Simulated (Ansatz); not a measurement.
Diamond-structure Si was calculated with PBE (plane waves, PAW; Ansatz, a quantum-chemistry and plane-wave program).

Settings: plane-wave cutoff 520 eV, 12×12×12 k mesh, Fermi–Dirac smearing 0.01 eV, scalar-relativistic PAW data made under PBE.

Equation-of-state points:

| V (Å³/atom) | E − E_lowest (meV/atom) |
|---|---|
| 19.232 | 22.78 |
| 19.642 | 9.76 |
| 20.051 | 2.36 |
| 20.460 | 0.00 |
| 20.869 | 2.18 |
| 21.278 | 8.44 |
| 21.688 | 18.36 |

### Question
Fit the third-order Birch–Murnaghan equation and give B0 and B′.

### Answer
V0 = 20.461 Å³/atom, B0 = 88.7 GPa, B′ = 4.3 (fit to the energies at full precision).

Measured, for comparison: bulk modulus 101 GPa (0 K value with zero-point phonon effects removed; as tabulated in Sun et al. (2011), doi:10.1103/physrevb.84.035117); equilibrium volume per atom 19.91 Å³/atom (static lattice: zero-point anharmonic expansion removed; as tabulated in Mejia-Rodriguez and Trickey (2018), arXiv:1807.09216). Computed less measured: bulk modulus -12 %, equilibrium volume per atom +2.8 %.

Computed values are for the static lattice.

It cost very roughly 17 core-seconds of CPU time.
